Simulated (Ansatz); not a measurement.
# SiH2ClO (SMILES O[SiH]Cl): UB3LYP/6-31G(d) (Cartesian functions)

What is the vertical doublet–quartet gap of SiH2ClO at UB3LYP/6-31G* (Cartesian functions)? 

The results are computed with Ansatz 0.2.0.

33 further runs of the same task are left out: 33 set aside as unsound or not needed. Runs told in other sessions of the task aren't counted.

## (1) Starting point

SiH2ClO has 5 atoms, charge 0, and is taken as a doublet. SMILES: `O[SiH]Cl`. The shape is that of a PBE0-D4/def2-TZVP optimisation. This is one conformer, not always the lowest.

Bond lengths: O1–Si2 1.639 Å, Si2–Cl3 2.065 Å, O1–H4 0.959 Å, Si2–H5 1.488 Å. Angles: O1–Si2–Cl3 111.1°, O1–Si2–H5 105.3°, Cl3–Si2–H5 108.3°, Si2–O1–H4 118.3°.

## (2) A single-point energy at UB3LYP/6-31G(d) (Cartesian functions)

input.yaml

```yaml
basis:
  gaussian: {orbitals: "6-31G*"}
crystal:
  periodic: [false, false, false]
  atoms:
    - {symbol: O, position_ang: [-0.806100, -0.432000, -0.746500]}
    - {symbol: Si, position_ang: [-0.092300, 0.479800, 0.414000]}
    - {symbol: Cl, position_ang: [1.606600, -0.440800, 1.143600]}
    - {symbol: H, position_ang: [-1.024100, -1.343200, -0.540000]}
    - {symbol: H, position_ang: [0.316000, 1.736300, -0.271100]}
accuracy: high
output: {orbitals: {seedname: orbitals}}
magnetization: {spin_polarized: true, initial_magnetization: 1}
hamiltonian: {xc: {name: B3LYP}}
```

Started as:

```
ansatz run input.yaml --threads 1 --pin off --max-ram 2610MiB --events-out events.jsonl --progress --plain --runs-dir runs
```

Standard output:

```text
Warning: RAYON_NUM_THREADS=1 ignored (pool sized by the plan → 1); use --threads N
Functional definition: B3LYP
  name "B3LYP"
  parameter a0 = 0.2
  parameter ax = 0.72
  parameter ac = 0.81
  exchange = (1 - a0 - ax)*slater_x + ax*b88_x + a0*exact_x
  correlation = (1 - ac)*vwn_rpa_c + ac*lyp_c
1133 factors; integrals over basis functions are off by at most 3.3e-9 eV
mean field evaluation 1: about -22476.2512 eV, gradient 3.5e1 eV
mean field evaluation 2: about -22461.0384 eV, gradient 7.1e1 eV
mean field evaluation 4: about -22480.5194 eV, gradient 2.5e0 eV
mean field evaluation 8: about -22480.6304 eV, gradient 1.3e-1 eV
mean field evaluation 16: about -22480.6305 eV, gradient 2.1e-4 eV
mean field -22480.63051726 eV, -826.1479335905 hartree, gradient 6.4e-8 eV, S^2 0.751501; 0 other end points of the search recorded, 0 dependent functions left out
reference -22480.63055099 eV, -826.1479348301 hartree; 21, 20 occupied and 36, 37 virtual orbitals, 1133 factors
Total energy: -22480.63055099 eV, -826.1479348301 hartree
```

Wall time 7.2 s (1 thread of Arm Neoverse V1, shared host); peak memory 0.22 GiB.

## (3) The quartet, same level

run.yaml

```yaml
crystal:
  periodic: [false, false, false]
  atoms:
    - {symbol: O, position_ang: [-0.806100, -0.432000, -0.746500]}
    - {symbol: Si, position_ang: [-0.092300, 0.479800, 0.414000]}
    - {symbol: Cl, position_ang: [1.606600, -0.440800, 1.143600]}
    - {symbol: H, position_ang: [-1.024100, -1.343200, -0.540000]}
    - {symbol: H, position_ang: [0.316000, 1.736300, -0.271100]}
basis:
  gaussian:
    orbitals: "6-31G*"
output: {orbitals: {seedname: orbitals}}
hamiltonian:
  xc: {name: B3LYP}
accuracy: high
magnetization:
  spin_polarized: true
  initial_magnetization: 3
```

Started as:

```
ansatz run run.yaml --threads 1 --pin off --max-ram 2610MiB --events-out events.jsonl --progress --plain --runs-dir runs
```

Standard output:

```text
Warning: RAYON_NUM_THREADS=1 ignored (pool sized by the plan → 1); use --threads N
Functional definition: B3LYP
  name "B3LYP"
  parameter a0 = 0.2
  parameter ax = 0.72
  parameter ac = 0.81
  exchange = (1 - a0 - ax)*slater_x + ax*b88_x + a0*exact_x
  correlation = (1 - ac)*vwn_rpa_c + ac*lyp_c
1133 factors; integrals over basis functions are off by at most 3.3e-9 eV
mean field evaluation 1: about -22465.2554 eV, gradient 4.1e1 eV
mean field evaluation 2: about -22405.7944 eV, gradient 1.1e2 eV
mean field evaluation 4: about -22471.3019 eV, gradient 1.5e1 eV
mean field evaluation 8: about -22472.6228 eV, gradient 1.6e0 eV
mean field evaluation 16: about -22472.7978 eV, gradient 1.4e-1 eV
mean field evaluation 32: about -22472.8031 eV, gradient 8.2e-4 eV
mean field evaluation 64: about -22472.7114 eV, gradient 3.9e0 eV
mean field -22472.80314160 eV, -825.8602828408 hartree, gradient 9.2e-8 eV, S^2 3.756310; 7 other end points of the search recorded, 0 dependent functions left out
reference -22472.80317684 eV, -825.8602841358 hartree; 22, 19 occupied and 35, 38 virtual orbitals, 1133 factors
Total energy: -22472.80317684 eV, -825.8602841358 hartree
```

Wall time 18 s (1 thread of Arm Neoverse V1, shared host); peak memory 0.22 GiB.

## (4) Results

Level: UB3LYP/6-31G* (Cartesian functions).

| quantity | value |
| --- | --- |
| doublet: total energy | -826.14793 Eh |
| doublet: HOMO energy (highest over α and β) | -5.93 eV |
| doublet: LUMO energy (lowest over α and β) | -2.87 eV |
| doublet: ⟨S²⟩ | 0.752 |
| quartet: total energy | -825.86028 Eh |
| quartet: HOMO energy (highest over α and β) | -1.73 eV |
| quartet: ⟨S²⟩ | 3.756 |
| vertical energy of the quartet above the doublet | 7.827 eV |

At this shape the quartet lies 7.83 eV (755 kJ/mol) above the doublet.
